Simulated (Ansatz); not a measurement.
# CH2B radical (SMILES [B]=C): a rigid scan of the angle B1–C2–H3

An exercise on one series of results from a longer session: the logs are not shown, and one member is left open.

The runs use Ansatz 0.2.0, Gaussian basis; single points in def2-TZVPP.

Levels: PBE-D4, r2SCAN-D4, PBE0-D4, B3LYP-D4, wB97M-V, Hartree-Fock, MP2, CCSD, CCSD(T). The scan takes 103.6, 108.1, 112.6, 117.1, 121.6, 126.1, 130.6, 135.1, 139.6°.

Cores are frozen in the correlated methods. Orbitals are unrestricted. B3LYP uses VWN-RPA correlation.

28 further runs of the same task are left out: 28 set aside as unsound or not needed.

**The starting structure**

The minimum, relaxed at PBE0-D4: SMILES `[B]=C`, 4 atoms, charge 0, spin multiplicity 2.

Atoms are counted from 1 here; the program's logs count them from 0.

Bond lengths: B1–C2 1.382 Å, C2–H3 1.086 Å, C2–H4 1.086 Å. Angles: B1–C2–H3 121.6°, B1–C2–H4 121.6°, H3–C2–H4 116.9°.

Geometry (Å):

```xyz
4
CH2B
B     0.15404   -0.97164    0.88081
C    -0.00715    0.04507   -0.04086
H     0.57711    0.95867    0.01275
H    -0.72399   -0.03210   -0.85271
```

Energies of the minimum (eV), from earlier single points: PBE-D4 -1739.46165, r2SCAN-D4 -1741.02485, PBE0-D4 -1739.72928, B3LYP-D4 -1742.39306, wB97M-V -1741.08593, CCSD(T) -1737.74610.

At the minimum the angle B1–C2–H3 is 121.6°.

Set-up of the first run:

File ccsdt-tzvpp/in.yaml:

```yaml
crystal:
  periodic: [false, false, false]
  atoms:
    - {symbol: B, position_ang: [0.445825, -0.693895, 1.035196]}
    - {symbol: C, position_ang: [-0.007153, 0.045066, -0.040861]}
    - {symbol: H, position_ang: [0.577108, 0.958673, 0.012753]}
    - {symbol: H, position_ang: [-0.723992, -0.032101, -0.852706]}
basis:
  gaussian: {orbitals: def2-TZVPP}
magnetization: {spin_polarized: true, initial_magnetization: 1}
correlation: {method: ccsd_t}
scf: {omitted_lower_state_checks: [cluster_reference]}
```

No record of the launch command was kept for these runs.

Steps of the session up to this table: B1–C2–H3 = 103.6°; B1–C2–H3 = 108.1°; B1–C2–H3 = 112.6°; B1–C2–H3 = 117.1°; B1–C2–H3 = 121.6°; B1–C2–H3 = 126.1°; B1–C2–H3 = 130.6°; B1–C2–H3 = 135.1°; B1–C2–H3 = 139.6°.

One table of the session follows, with a row left open; its other results are not shown here.

It belongs to the step «The curves». Energies less that of the minimum at the same level (meV):

```
      angle (°)  PBE-D4  PBE0-D4  B3LYP-D4  wB97M-V  Hartree-Fock
          103.6      64       71        80       73           108
          108.1      37       41        46       42            62
          112.6       ?        ?         ?        ?             ?
          117.1       4        5         5        5             7
121.6 (minimum)       0        0         0        0             0
          121.6       0        0         0        0             0
          126.1       4        5         5        5             7
          130.6      17       19        21       19            28
          135.1      37       41        46       42            62
          139.6      65       72        81       73           109
```

**Question.** Estimate the row for angle (°) = 112.6.

Worked estimate for «PBE-D4». A straight line through the neighbours (108.1, 37) and (117.1, 4) gives 37 + (4 − 37) × (112.6 − 108.1) / (117.1 − 108.1) = 20; a parabola fitted to 4 rows on both sides gives 17.

The run gave: PBE-D4: 17; PBE0-D4: 18; B3LYP-D4: 21; wB97M-V: 19; Hartree-Fock: 28. In «PBE-D4» the line misses by +3 and the parabola by +0.

Limits of these values: A polynomial through the near points puts the CCSD(T) minimum at the PBE0-D4 value. The unrestricted reference is spin-contaminated, which hurts MP2 most.
